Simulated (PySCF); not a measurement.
**C2H7B: fields and orbitals**

For C2H7B, the scripts below analyse its density (charges, bond critical points, surface potential), see where an electron leaves and enters and measure its response to a uniform field.

Computed with PySCF 2.14.0. Level: levels as typed in each script, gas phase, geometry from GFN2-xTB.

### Step 1. Where the work starts

SMILES `CBC`, 10 atoms, charge 0, spin multiplicity 1.

Bond lengths: C1–B2 1.575 Å, C1–H4 1.090 Å, C1–H5 1.090 Å, C1–H6 1.087 Å, B2–C3 1.575 Å, B2–H7 1.174 Å, C3–H8 1.090 Å, C3–H9 1.087 Å, C3–H10 1.090 Å. Angles: B2–C1–H4 110.8°, B2–C1–H5 110.8°, B2–C1–H6 114.3°, H4–C1–H5 105.4°, H4–C1–H6 107.5°, H5–C1–H6 107.5°, C1–B2–C3 119.3°, C1–B2–H7 120.4°, C3–B2–H7 120.4°, B2–C3–H8 110.8°, B2–C3–H9 114.3°, B2–C3–H10 110.8°, H8–C3–H9 107.5°, H8–C3–H10 105.4°, H9–C3–H10 107.5°.

Coordinates:

| atom | x (Å) | y (Å) | z (Å) |
| --- | --- | --- | --- |
| C1 | -1.3587 | 0.1908 | 0.0000 |
| B2 | 0.0000 | -0.6053 | -0.0004 |
| C3 | 1.3587 | 0.1908 | 0.0002 |
| H4 | -1.4224 | 0.8479 | -0.8669 |
| H5 | -1.4226 | 0.8479 | 0.8669 |
| H6 | -2.2454 | -0.4378 | 0.0005 |
| H7 | -0.0002 | -1.7789 | 0.0009 |
| H8 | 1.4226 | 0.8479 | -0.8667 |
| H9 | 2.2454 | -0.4379 | -0.0004 |
| H10 | 1.4225 | 0.8479 | 0.8671 |

### Step 2. Density, bond paths and surface potential (B3LYP/def2-svpd)

input.py

```python
import numpy as np
from pyscf import gto, scf, dft
from pyscf.scf import atom_ks, atom_hf
from scipy.linalg import block_diag

def solve(mol, dm0=None, hcore=None):
    mf = (dft.UKS if mol.spin else dft.RKS)(mol, xc='b3lyp')
    mf.grids.level = 3
    mf = mf.density_fit(auxbasis='def2-universal-jkfit')
    mf.conv_tol, mf.max_cycle = 1e-8, 80
    if hcore is not None:
        mf.get_hcore = lambda *args: hcore
    mf.kernel(dm0)
    if not mf.converged:
        mf = mf.newton().run(mf.mo_coeff, mf.mo_occ, max_cycle=30)
    assert mf.converged, 'SCF not converged'
    return mf

mol = gto.M(atom='''
C     -1.35868     0.19080    -0.00004
B      0.00002    -0.60531    -0.00040
C      1.35869     0.19078     0.00016
H     -1.42245     0.84795    -0.86695
H     -1.42256     0.84793     0.86689
H     -2.24540    -0.43780     0.00050
H     -0.00023    -1.77889     0.00088
H      1.42262     0.84790    -0.86673
H      2.24540    -0.43785    -0.00041
H      1.42247     0.84787     0.86711
''', basis='def2-svpd', charge=0, spin=0, verbose=4)
mf = solve(mol)
mf.analyze()
# spherically averaged free atoms, for the promolecule
atm = atom_ks.get_atm_nrks(mol, xc='b3lyp')
pro = block_diag(*[(atm[a[0]][2] * atm[a[0]][3]) @ atm[a[0]][2].T for a in mol._atom])
np.savez('result.npz', e=mf.e_tot, c=mf.mo_coeff, occ=mf.mo_occ, eps=mf.mo_energy, pro=pro, dip=mf.dip_moment(verbose=0), s2=mf.spin_square()[0])
```

Started as:

```bash
OMP_NUM_THREADS=1 python input.py
```

### Step 4. Removing and adding an electron (B3LYP/def2-svpd)

input.py

```python
import numpy as np
from pyscf import gto, scf, dft
from pyscf.scf import atom_ks, atom_hf
from scipy.linalg import block_diag

def solve(mol, dm0=None, hcore=None):
    mf = (dft.UKS if mol.spin else dft.RKS)(mol, xc='b3lyp')
    mf.grids.level = 3
    mf = mf.density_fit(auxbasis='def2-universal-jkfit')
    mf.conv_tol, mf.max_cycle = 1e-8, 80
    if hcore is not None:
        mf.get_hcore = lambda *args: hcore
    mf.kernel(dm0)
    if not mf.converged:
        mf = mf.newton().run(mf.mo_coeff, mf.mo_occ, max_cycle=30)
    assert mf.converged, 'SCF not converged'
    return mf

mol = gto.M(atom='''
C     -1.35868     0.19080    -0.00004
B      0.00002    -0.60531    -0.00040
C      1.35869     0.19078     0.00016
H     -1.42245     0.84795    -0.86695
H     -1.42256     0.84793     0.86689
H     -2.24540    -0.43780     0.00050
H     -0.00023    -1.77889     0.00088
H      1.42262     0.84790    -0.86673
H      2.24540    -0.43785    -0.00041
H      1.42247     0.84787     0.86711
''', basis='def2-svpd', charge=0, spin=0, verbose=4)
mf = solve(mol)
out = dict(e0=mf.e_tot, dm0=mf.make_rdm1(), c=mf.mo_coeff, occ=mf.mo_occ, eps=mf.mo_energy)
for name, dq, spin in [('cation', 1, 1)]:
    ion = mol.copy().set(charge=mol.charge + dq, spin=spin).build()
    mi = solve(ion)
    if spin and dq > 0 and mol.nao < 130:
        c, _, stable, _ = mi.stability(return_status=True)
        if not stable:
            mi = solve(ion, mi.make_rdm1(c, mi.mo_occ))
    print(name, 'vertical energy change / eV', (mi.e_tot - mf.e_tot) * 27.211386)
    out.update({'e_' + name: mi.e_tot, 'dm_' + name: mi.make_rdm1(), 's2_' + name: mi.spin_square()[0], 'eps_' + name: mi.mo_energy, 'occ_' + name: mi.mo_occ})
# spherically averaged free atoms, for the promolecule
atm = atom_ks.get_atm_nrks(mol, xc='b3lyp')
pro = block_diag(*[(atm[a[0]][2] * atm[a[0]][3]) @ atm[a[0]][2].T for a in mol._atom])
np.savez('result.npz', pro=pro, **out)
```

### Step 6. Response to an electric field (B3LYP/def2-svpd)

input.py

```python
import numpy as np
from pyscf import gto, scf, dft
from pyscf.scf import atom_ks, atom_hf
from scipy.linalg import block_diag

def solve(mol, dm0=None, hcore=None):
    mf = (dft.UKS if mol.spin else dft.RKS)(mol, xc='b3lyp')
    mf.grids.level = 3
    mf = mf.density_fit(auxbasis='def2-universal-jkfit')
    mf.conv_tol, mf.max_cycle = 1e-8, 80
    if hcore is not None:
        mf.get_hcore = lambda *args: hcore
    mf.kernel(dm0)
    if not mf.converged:
        mf = mf.newton().run(mf.mo_coeff, mf.mo_occ, max_cycle=30)
    assert mf.converged, 'SCF not converged'
    return mf

mol = gto.M(atom='''
C     -1.35868     0.19080    -0.00004
B      0.00002    -0.60531    -0.00040
C      1.35869     0.19078     0.00016
H     -1.42245     0.84795    -0.86695
H     -1.42256     0.84793     0.86689
H     -2.24540    -0.43780     0.00050
H     -0.00023    -1.77889     0.00088
H      1.42262     0.84790    -0.86673
H      2.24540    -0.43785    -0.00041
H      1.42247     0.84787     0.86711
''', basis='def2-svpd', charge=0, spin=0, verbose=4)
field = np.array([0.004, 0.0, 0.0])  # atomic units
mol.set_common_orig(mol.atom_charges() @ mol.atom_coords() / mol.atom_charges().sum())
mf = solve(mol)
out = dict(dm0=mf.make_rdm1(), d0=mf.dip_moment(unit='AU'), e0=mf.e_tot)
for name, sign in (('p', 1), ('m', -1)):
    h = mf.get_hcore() + sign * np.einsum('x,xij->ij', field, mol.intor('int1e_r'))
    mi = solve(mol, mf.make_rdm1(), h)
    out.update({'dm' + name: mi.make_rdm1(), 'd' + name: mi.dip_moment(unit='AU'), 'e' + name: mi.e_tot})
# spherically averaged free atoms, for the promolecule
atm = atom_ks.get_atm_nrks(mol, xc='b3lyp')
pro = block_diag(*[(atm[a[0]][2] * atm[a[0]][3]) @ atm[a[0]][2].T for a in mol._atom])
np.savez('result.npz', pro=pro, **out)
```

(Steps that only read results are left out.)

Before running it: what results should come out? Wanted: dipole moment; HOMO, LUMO; vertical ionisation energy; polarisability along the field.

**Answer**, as computed:

| quantity | value |
| --- | --- |
| dipole moment (B3LYP/def2-svpd) | 0.53 D |
| HOMO, LUMO (B3LYP/def2-svpd) | -8.54, -1.10 eV |
| vertical ionisation energy (B3LYP/def2-svpd) | 11.13 eV |
| polarisability along the field (B3LYP/def2-svpd) | 46.8 bohr³ |

In words: At B3LYP/def2-svpd: The highest Hirshfeld charge is on B2 (+0.20 e), the lowest on C1 and C3 (−0.18 e). The ionisation energy from two SCF runs, 11.13 eV, lies 2.6 eV above −ε(HOMO) = 8.54 eV of the same level, B3LYP/def2-svpd, since self-interaction lifts this functional's HOMO. The geometry was not optimised at these levels.
